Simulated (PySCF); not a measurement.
Atoms are numbered as in `[CH3:1][CH2:2][CH2:3][CH2:4][C:5]#[N:6]`; H(Xn) means a hydrogen on atom n.

GIAO shifts from PySCF 2.14.0 with density-fitted response routines on PBE0-D3(BJ)/def2-TZVP geometries (one conformer, non-relativistic, equivalent nuclei averaged), against TMS at the same level and in the same medium; PCM means IEF-PCM chloroform.

Measured (solution, not stated per compound (mostly CDCl3 or CCl4); Pretsch, Buehlmann, Badertscher, Structure Determination of Organic Compounds, 4th ed. (2009)): H(C4) 2.34, H(C3) 1.63, H(C2) 1.50, H(C1) 0.96 ppm.

Which unscaled values do B97-2/pcSseg-2, gas; WP04/pcSseg-2, PCM; wB97X-D/pcSseg-2, PCM give, and how close are they?

## Answers


| atoms | measured | B97-2/pcSseg-2, gas | WP04/pcSseg-2, PCM | wB97X-D/pcSseg-2, PCM |
| --- | --- | --- | --- | --- |
| H(C4) | 2.34 | 2.22 | 2.46 | 2.42 |
| H(C3) | 1.63 | 1.45 | 1.56 | 1.53 |
| H(C2) | 1.50 | 1.57 | 1.52 | 1.51 |
| H(C1) | 0.96 | 1.03 | 1.00 | 1.01 |

Mean absolute error for $^{1}$H: B97-2/pcSseg-2, gas 0.11, WP04/pcSseg-2, PCM 0.06, wB97X-D/pcSseg-2, PCM 0.06 ppm.
